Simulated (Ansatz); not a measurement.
A nudged elastic band was laid between two geometries of ClH + H4OSi (8 atoms, charge 0, multiplicity 1).

The calculation used RKS revPBE/def2-SVP (Ansatz 0.2.0).

- movable images: 6
- climbing image: no
- spring: 5.0 eV/Å²
- optimiser: quadratic models (default)
- start path: through a guess of the saddle point
- force threshold: 0.05 eV/Å
- iteration limit: 60
- end points: relaxed

First end point:

```xyz
8
Properties=species:S:1:pos:R:3
Si -0.233 0.269 -0.114
O 0.023 -0.126 1.530
H -0.786 -0.216 2.066
H 1.138 0.425 -0.693
H -1.004 1.558 -0.222
H -0.992 -0.814 -0.833
Cl 1.779 -2.730 1.966
H 1.110 -1.597 1.874
```

Last end point:

```xyz
8
Properties=species:S:1:pos:R:3
Si 0.434 -0.111 -0.440
O -0.678 -0.353 2.548
H -1.190 -1.173 2.408
H 0.968 0.011 -1.840
H 0.441 1.231 0.218
H -0.931 -0.726 -0.494
Cl 1.756 -1.410 0.569
H 0.234 -0.700 2.605
```

Q: What changes between the two ends?

A: Bonds broken: Si1–O2, Cl7–H8. Bonds formed: Si1–Cl7, O2–H8. ClH + H4OSi becomes ClH3Si + H2O.

Q: What energy profile does the band end with?

A: The run converged. The highest image is number 2 of 0 to 7, 73.6 kJ/mol above the first end and 77.8 kJ/mol above the last; the last end lies 4.2 kJ/mol below the first. The profile has 2 maxima (images 2, 5) with wells between them (image 4): this band takes more than one step, which may be the mechanism or a detour left from its start path. No image climbed, so the highest image needn't sit at the top of the path. The orbitals stay closed-shell, which can raise the energy where a bond breaks towards radicals; this wasn't checked here.

```
image  path coordinate (Å)  energy (kJ/mol)  Si1–O2 (Å)  Cl7–H8 (Å)  Si1–Cl7 (Å)
    0                 0.00              0.0        1.71        1.32         4.17
    1                 1.24             17.9        1.74        1.35         3.20
    2                 2.48             73.6        2.11        2.05         2.32
    3                 3.72              6.5        2.96        2.35         2.12
    4                 4.96              2.3        3.81        2.72         2.10
    5                 6.20              4.0        3.79        2.71         2.11
    6                 7.44              1.7        3.59        2.65         2.11
    7                 8.68             -4.2        3.20        2.64         2.11
```

Q: What is the geometry of the highest image?

A: 
```xyz
8
Properties=species:S:1:pos:R:3:forces:R:3
Si 0.112 -0.290 -0.096 0.02 -0.05 -0.05
O 0.177 0.002 1.998 0.06 0.01 0.08
H -0.732 0.075 2.355 0.02 0.00 0.06
H 1.330 0.399 -0.624 0.01 0.00 -0.02
H -0.921 0.833 0.062 0.03 -0.16 0.08
H -0.633 -1.159 -1.072 0.04 0.01 -0.15
Cl 1.167 -2.180 0.736 -0.11 0.04 -0.10
H 0.534 -0.910 2.216 -0.05 0.15 0.09
```

The run took 5.4 min on 2 threads of Intel(R) Xeon(R) Platinum 8259CL CPU @ 2.50GHz (Skylake/Cascade Lake), on a shared host, peak memory 0.18 GiB.
